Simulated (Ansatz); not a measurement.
# CH10Si2: the cost of one run

Program: Ansatz 0.2.0. Level of theory: RKS PBE/6-31G*. These are calculated values, not measurements.

1 further run of the same task is left out (it didn't finish).

### Step 1. Starting point

Bond lengths: Si1–Si2 2.570 Å, Si2–H3 1.460 Å, Si2–H4 1.460 Å, Si2–H5 1.460 Å, Si1–H6 1.460 Å, Si1–C7 1.869 Å, C7–H8 1.110 Å, C7–H9 1.110 Å, C7–H10 1.110 Å, Si1–H11 1.459 Å. Angles (14 of 18 angles, heavy atoms first): Si2–Si1–C7 109.5°, Si1–Si2–H3 109.5°, Si1–Si2–H4 109.5°, Si1–Si2–H5 109.5°, Si2–Si1–H6 109.5°, Si2–Si1–H11 109.5°, H6–Si1–C7 109.5°, C7–Si1–H11 109.5°, Si1–C7–H8 109.5°, Si1–C7–H9 109.5°, Si1–C7–H10 109.5°, H3–Si2–H4 109.4°, H3–Si2–H5 109.4°, H4–Si2–H5 109.4°.

Coordinates:

```xyz
13

Si    0.0000    0.0000    0.0000
Si    0.0000    0.0000    2.5700
H    -1.3148   -0.4067    3.0574
H     1.0096   -0.9353    3.0574
H     0.3052    1.3420    3.0574
H     1.3768    0.0000   -0.4862
C    -0.8808    1.5259   -0.6227
H    -1.9334    1.2723   -0.8671
H    -0.8624    2.3106    0.1622
H    -0.3704    1.9025   -1.5336
H    -0.6877   -1.1914   -0.4862
H     0.9186   -1.3949    0.5550
H     0.8052   -1.2227    1.5048
```

### Step 2. Pulling towards end A

Springs on the bonds that form and break draw the guess towards this end; the thresholds are loose.

input.yaml reads:

```yaml
crystal:
  periodic: [false, false, false]
  atoms:
    - { symbol: Si, position_ang: [0.0, 0.0, 0.0] }
    - { symbol: Si, position_ang: [0.0, 0.0, 2.57] }
    - { symbol: H, position_ang: [-1.3148, -0.4067, 3.0574] }
    - { symbol: H, position_ang: [1.0096, -0.9353, 3.0574] }
    - { symbol: H, position_ang: [0.3052, 1.342, 3.0574] }
    - { symbol: H, position_ang: [1.3768, 0.0, -0.4862] }
    - { symbol: C, position_ang: [-0.8808, 1.5259, -0.6227] }
    - { symbol: H, position_ang: [-1.9334, 1.2723, -0.8671] }
    - { symbol: H, position_ang: [-0.8624, 2.3106, 0.1622] }
    - { symbol: H, position_ang: [-0.3704, 1.9025, -1.5336] }
    - { symbol: H, position_ang: [-0.6877, -1.1914, -0.4862] }
    - { symbol: H, position_ang: [0.9186, -1.3949, 0.555] }
    - { symbol: H, position_ang: [0.8052, -1.2227, 1.5048] }
basis:
  gaussian: { orbitals: "6-31G*" }
hamiltonian:
  xc: pbe
relax:
  f_tol: 0.15
  max_steps: 25
  restrain:
    - { distance: [0, 11], at: 2.66, k: 30.0 }
    - { distance: [12, 1], at: 2.66, k: 30.0 }
    - { distance: [0, 1], at: 2.22, k: 30.0 }
    - { distance: [12, 11], at: 0.66, k: 30.0 }
output:
  orbitals: {}
```

Started as:

```sh
> ansatz run input.yaml --threads 1 --pin off --max-ram 2048MiB --backend cpu --events-out ev --progress --plain --runs-dir out
```

**Question.** How long does this run take on 1 thread of Intel Xeon 6975P-C (Granite Rapids), shared host, and how much memory does it need?

About 18 s, with a peak of 0.13 GiB.
